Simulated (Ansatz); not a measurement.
Reaction (decarboxylation): `COC(C)=O` → `CC` + `O=C=O`

Gas-phase electronic energies from Ansatz, PBE0-D4/def2-TZVP geometries. CCSD(T)/CBS is the MP2 limit (def2-TZVPP, def2-QZVPP) plus CCSD(T) − MP2 in def2-TZVPP, frozen cores. This one scheme is used for every species. DFT in def2-TZVPP.

CCSD(T)/CBS gives -59.3 kJ/mol.

Task: Another level gave -56.0 kJ/mol. Which?
A. r2SCAN0/def2-TZVPP
B. B97M-V/def2-TZVPP
C. revPBE/def2-TZVPP
D. r2SCANh/def2-TZVPP

Result: A. r2SCAN0 -56.0, revPBE -93.7, B97M-V -71.0, r2SCANh -61.1 kJ/mol.

Largest T1 diagnostic among the species: 0.018.

At CCSD(T), def2-SVP lies −16.7 kJ/mol from the extrapolated value and def2-TZVPP −6.4 kJ/mol. The D4 term adds +11.0 kJ/mol with B3LYP and +6.0 kJ/mol with PBE0; it sums over pairs of atoms, weighted by their polarisabilities, and B3LYP, whose exchange is more repulsive, gets the larger term.

B3LYP here is the variant with VWN-RPA as its local correlation; programs differ in this.
